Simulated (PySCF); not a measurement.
# Energy of B (boron, neutral) between two integer charges

The 2p alpha orbital of [He] 2s2 2p1 is emptied in steps (occupation f), with all orbitals relaxed, ending at [He] 2s2. Calculation: PySCF 2.14, in def2-TZVP; no relativity, point nucleus. The exact energy is a straight line in f; departures are measured from the line between the end points of the same method.

```json
{"f": "1", "UHF (eV)": "0.000", "LDA (eV)": "0.000", "PBE (eV)": "0.000", "PBE0 (eV)": "0.000", "r2SCAN (eV)": "0.000", "LC-wPBE (eV)": "0.000", "BHandHLYP (eV)": "0.000", "wB97X (eV)": "0.000", "TPSS (eV)": "0.000", "B3LYP (eV)": "0.000"}
{"f": "0.75", "UHF (eV)": "0.112", "LDA (eV)": "-0.869", "PBE (eV)": "-0.862", "PBE0 (eV)": "-0.621", "r2SCAN (eV)": "-0.790", "LC-wPBE (eV)": "-0.104", "BHandHLYP (eV)": "-0.390", "wB97X (eV)": "-0.150", "TPSS (eV)": "-0.821", "B3LYP (eV)": "-0.680"}
{"f": "0.5", "UHF (eV)": "0.144", "LDA (eV)": "-1.179", "PBE (eV)": "-1.165", "PBE0 (eV)": "-0.834", "r2SCAN (eV)": "-1.053", "LC-wPBE (eV)": "-0.139", "BHandHLYP (eV)": "-0.522", "wB97X (eV)": "-0.200", "TPSS (eV)": "-1.102", "B3LYP (eV)": "-0.913"}
{"f": "0.25", "UHF (eV)": "0.104", "LDA (eV)": "-0.896", "PBE (eV)": "-0.881", "PBE0 (eV)": "-0.627", "r2SCAN (eV)": "-0.789", "LC-wPBE (eV)": "-0.102", "BHandHLYP (eV)": "-0.391", "wB97X (eV)": "-0.149", "TPSS (eV)": "-0.826", "B3LYP (eV)": "-0.687"}
{"f": "0", "UHF (eV)": "0.000", "LDA (eV)": "0.000", "PBE (eV)": "0.000", "PBE0 (eV)": "0.000", "r2SCAN (eV)": "0.000", "LC-wPBE (eV)": "0.000", "BHandHLYP (eV)": "0.000", "wB97X (eV)": "0.000", "TPSS (eV)": "0.000", "B3LYP (eV)": "0.000"}
```

Problem. For B3LYP, how does the orbital energy at f = 1 compare with the removal energy?

Solution. −ε = 5.155 eV against a total-energy difference of 8.738 eV. By Janak's theorem ε = ∂E/∂f, so the gap between them reflects the curvature. Along the path −ε is 6.899 (f = 0.75), 8.717 (f = 0.5), 10.570 (f = 0.25) eV.

| method | E(f=0) − E(f=1) (eV) | −ε at f=1 (eV) | −ε at f=0.5 (eV) |
| --- | --- | --- | --- |
| UHF | 8.041 | 8.670 | 8.017 |
| LDA | 8.638 | 4.096 | 8.566 |
| PBE | 8.670 | 4.151 | 8.618 |
| PBE0 | 8.645 | 5.364 | 8.629 |
| r2SCAN | 8.766 | 4.574 | 8.768 |
| LC-wPBE | 8.764 | 8.210 | 8.770 |
| BHandHLYP | 8.573 | 6.503 | 8.571 |
| wB97X | 8.509 | 7.720 | 8.511 |
| TPSS | 8.766 | 4.434 | 8.752 |
| B3LYP | 8.738 | 5.155 | 8.717 |

Reference removal energy between the ground levels: 8.298 eV (measured; NIST Atomic Spectra Database, ionization energies). The calculation has no spin-orbit coupling. UHF lacks correlation.
